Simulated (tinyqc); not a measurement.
Inside a calculation. Method: CCSD on RHF in the sto-3g basis, frozen core, for H2O, spin multiplicity 1. One step of it, computed by the program tinyqc.

Task: CCSD: starting amplitudes. t_ij^ab = <ij||ab> / (e_i + e_j - e_a - e_b), whose energy is MP2.

orbital energies (hartree): MO1 -20.240551, MO2 -1.230502, MO3 -0.592923, MO4 -0.429453, MO5 -0.382685, MO6 0.528811, MO7 0.686309

Two-electron integrals over orbitals (pq|rs), unique and non-zero (hartree); the lowest 1 orbital is frozen and left out:
```
(22|22) 0.722148    (32|32) 0.139023    (33|22) 0.627627    (33|33) 0.611937
(42|22) -0.009340   (42|33) 0.005842    (42|42) 0.128362    (43|32) 0.025227
(43|43) 0.049373    (44|22) 0.675191    (44|33) 0.583378    (44|42) -0.102887
(44|44) 0.757680    (52|52) 0.147197    (53|53) 0.027336    (54|52) -0.044268
(54|54) 0.052290    (55|22) 0.749829    (55|33) 0.613387    (55|42) -0.072000
(55|44) 0.718302    (55|55) 0.880159    (62|22) 0.136936    (62|33) 0.068061
(62|42) 0.025787    (62|44) 0.081708    (62|55) 0.152224    (62|62) 0.097634
(63|32) -0.043937   (63|43) -0.033835   (63|63) 0.077659    (64|22) 0.107590
(64|33) 0.043668    (64|42) -0.031949   (64|44) 0.124753    (64|55) 0.127167
(64|62) 0.063245    (64|64) 0.076407    (65|52) 0.057033    (65|54) 0.001238
(65|65) 0.036712    (66|22) 0.596932    (66|33) 0.557801    (66|42) 0.055975
(66|44) 0.542087    (66|55) 0.577336    (66|62) 0.090318    (66|64) 0.046358
(66|66) 0.584219    (72|32) 0.047986    (72|43) -0.030715   (72|63) 0.032600
(72|72) 0.065283    (73|22) 0.152918    (73|33) 0.089806    (73|42) -0.073258
(73|44) 0.157805    (73|55) 0.196764    (73|62) 0.074742    (73|64) 0.084691
(73|66) 0.039844    (73|73) 0.153534    (74|32) -0.073339   (74|43) -0.003383
(74|63) 0.049754    (74|72) -0.017667   (74|74) 0.067380    (75|53) 0.023920
(75|75) 0.025229    (76|32) 0.096155    (76|43) 0.054194    (76|63) -0.070556
(76|72) -0.005212   (76|74) -0.058130   (76|76) 0.117330    (77|22) 0.618998
(77|33) 0.597459    (77|42) -0.018591   (77|44) 0.600306    (77|55) 0.622268
(77|62) 0.066747    (77|64) 0.046869    (77|66) 0.556233    (77|73) 0.100338
(77|77) 0.612512
```

Give: Starting amplitudes; correlation energy.

Result:

Starting amplitudes (spin orbitals 1a, 1b, ...; amplitudes related by a flip of all spins are not repeated):
```
from      to       t
3a 3b  7a 7b  -0.060
4a 4b  6a 6b  -0.040
3a 4b  6b 7a   0.038
3a 3b  6a 6b  -0.035
4a 4b  7a 7b  -0.030
2a 2b  6a 6b  -0.028
2a 3b  6a 7b  -0.025
2a 4b  6a 6b  -0.023
3a 4b  6a 7b  -0.022
5a 5b  6a 6b  -0.020
2a 2b  7a 7b  -0.017
3a 4a  6a 7a   0.016
2a 3a  6a 7a  -0.014
5a 5b  7a 7b  -0.012
2a 3b  6b 7a   0.011
2a 4b  7a 7b   0.006
```

correlation energy = -0.04025 hartree
